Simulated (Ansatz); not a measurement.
Input for Ansatz (development build ahead of 0.2.0):

```yaml
crystal:
  periodic: [false, false, false]
  atoms:
    - { symbol: H, position_ang: [0.0, 0.0, 0.0] }
    - { symbol: S, position_ang: [0.0, 0.0, 3.24] }
    - { symbol: F, position_ang: [0.0, 0.9273, -0.2485] }
basis:
  gaussian: { orbitals: pcseg-2 }
total_charge: 1
magnetization:
  initial_magnetization: 3
hamiltonian:
  xc: pbe0
```

The input is written out in the form of the current development build from the run's settings.

The run gave:

* Converged: yes
* Total energy: -497.98497 hartree
* Spin squared of the determinant: 3.750
* Stability test: minimum among restricted orbitals

Caution: stretched shape with no unrestricted run beside it, a lower state can exist; charge can spread falsely over distant fragments; other spin multiplicities may lie lower.
